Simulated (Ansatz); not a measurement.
Antiferromagnetic bcc Cr, treated with HSE06 (Ansatz, a quantum-chemistry and plane-wave program, PAW).

Numerical settings: plane-wave cutoff 460 eV, 10×10×10 k mesh, Fermi–Dirac smearing 0.05 eV, spin-polarised with opposed moments, scalar-relativistic PAW data made under PBE.

Equation-of-state points:

```tsv
V (Å³/atom)	E − E_lowest (meV/atom)	P (GPa)
13.553	11.18	5.34
13.910	2.61	2.45
14.310	0.00	-0.29
14.623	2.34	-2.05
14.980	8.83	-3.75
```

What bulk modulus B0 and pressure derivative B′ does a third-order Birch–Murnaghan fit give?

V0 = 14.266 Å³/atom, B0 = 89.2 GPa, B′ = 6.1 (fit to the energies at full precision).

Measured, for comparison: bulk modulus 194 GPa (corrected for temperature and zero-point phonon effects, our sources range from 174 to 205; as tabulated in Levämäki et al. (2014), arXiv:1402.3671); equilibrium volume per atom 11.91 Å³/atom (corrected for temperature and zero-point phonon effects; as tabulated in Levämäki et al. (2014), arXiv:1402.3671). Computed (rounded) less measured: bulk modulus not scored (sources differ), equilibrium volume per atom +19.8 %.

Note: the cell is over a tenth larger than the published one: the level's own overestimate first of all, though another phase or state, or a fault of the published cell, is possible; the commensurate order stands in for chromium's spin-density wave, and the size of the moments varies much between levels; the collinear magnetic order is the start's and need not be the measured one.

The computed numbers hold no vibrational or temperature effects.
